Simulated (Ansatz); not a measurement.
Saddle point of CH$_{7}$NSi, singlet (CH₃N ([CH2][NH]) + SiH₄ → CH₇NSi ([CH3][NH][SiH3]); bonds formed: Si1–N6, H2–C7; bonds broken: Si1–H2), PBE0-D4/def2-TZVP structure:

```xyz
10
angstrom
Si -0.2022 -1.0931 -0.3087
H -0.0988 0.2818 -1.4024
H 0.8635 -1.7624 -1.1255
H -0.2314 -2.1101 0.8319
H -1.6356 -1.0715 -0.7139
N -0.0100 0.3147 0.8369
C 0.4327 1.3579 0.1865
H -0.5332 0.4396 1.6912
H 1.2584 1.2785 -0.5006
H 0.1567 2.3646 0.5045
```

Energies are electronic, without zero-point energy. Barriers and step energies count from the start structure reached by relaxing down the imaginary mode; all methods use the PBE0-D4 structures, on which another method's saddle can fall below an end. Ansatz 0.2.0; basis: def2-TZVPP, with def2-QZVPP for the basis limit; cores frozen in the correlated methods. B3LYP uses VWN-RPA correlation. Extrapolation: Hartree–Fock as exp(−7.88 √X), correlation as X^−2.97.

| method | barrier (eV) | step energy (eV) |
| --- | --- | --- |
| SPW92 | ? | -1.903 |
| PBE-D4 | 1.709 | -1.564 |
| BLYP-D4 | 1.927 | -1.381 |
| r2SCAN-D4 | 1.826 | -1.661 |
| B97M-V | 1.864 | -1.571 |
| PBE0-D4 | ? | -1.717 |
| B3LYP-D4 | 2.041 | -1.530 |
| r2SCAN0-D4 | 1.946 | -1.767 |
| BHLYP-D4 | 2.220 | -1.670 |
| CAM-B3LYP-D4 | 2.123 | -1.638 |
| wB97X-V | 2.139 | -1.655 |
| wB97M-V | ? | -1.604 |
| B2PLYP | 2.162 | -1.549 |
| PBE-QIDH | 2.061 | -1.785 |
| RPA on PBE | 2.213 | -1.404 |
| HF | 2.674 | -1.510 |
| MP2 | 2.248 | -1.669 |
| CCSD | 2.317 | -1.552 |
| CCSD(T) | 2.225 | -1.519 |

**Question.** Fill in the withheld barriers. (Judge from chemistry; the value comes from the calculation.)

**Answer.** The calculation gives: wB97M-V 2.099; PBE0-D4 1.877; SPW92 1.327 eV. Each is the energy of the saddle less that of the start structure, by the same method.

For comparison, the barrier by CCSD(T) at an estimated basis limit (MP2 extrapolated from triple and quadruple zeta, plus CCSD(T) − MP2 in triple zeta) is 2.151 eV.

No T1 diagnostic of these runs exceeds 0.024.

Labels in which every atom is bracketed show which atoms are joined, not bond orders.

For scale, one of the runs: CCSD(T)/def2-TZVPP, 202 basis functions, launched by `ansatz run in.yaml --threads 2 --pin off --events-out ev --progress --plain --max-ram 4352MiB`. The run took 51 s on 2 CPU threads of an Arm Neoverse V2 (shared host), with 2.5 GiB of host memory at its peak.
